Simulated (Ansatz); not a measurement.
Relaxation of FH₄NSi (7 atoms, charge 0, multiplicity 1), to a largest force component of 0.02 eV/Å in at most 40 steps.

The calculation used Ansatz, RKS B3LYP/def2-SVP.

```xyz
7
Properties=species:S:1:pos:R:3
Si 0.000 0.000 0.000
F 0.000 0.000 1.590
N 1.716 0.000 -0.606
H 2.215 -0.918 -0.787
H 2.217 0.918 -0.778
H -0.688 1.191 -0.486
H -0.688 -1.191 -0.486
```

Problem. Where does it end, and by what steps?

Solution. It converged. After 6 steps the energy has fallen by 0.359 eV; N3 moved furthest, 0.14 Å.

| step | energy less start (eV) | largest force component (eV/Å) | accepted |
| --- | --- | --- | --- |
| 0 | 0.0000 | 2.854 | yes |
| 1 | -0.2810 | 1.569 | yes |
| 2 | -0.3529 | 0.329 | yes |
| 3 | -0.3573 | 0.073 | yes |
| 4 | -0.3586 | 0.041 | yes |
| 5 | -0.3590 | 0.028 | yes |
| 6 | -0.3590 | 0.004 | yes |

```xyz
7
Properties=species:S:1:pos:R:3
Si 0.044 0.000 -0.045
F 0.010 -0.001 1.590
N 1.621 0.000 -0.715
H 2.193 -0.838 -0.722
H 2.194 0.838 -0.720
H -0.644 1.244 -0.470
H -0.645 -1.243 -0.472
```

Whether the end is a true minimum wasn't checked by a vibrational analysis.

The run took 14 s on 1 thread of Arm Neoverse V1 (shared host), peak memory 0.13 GiB.
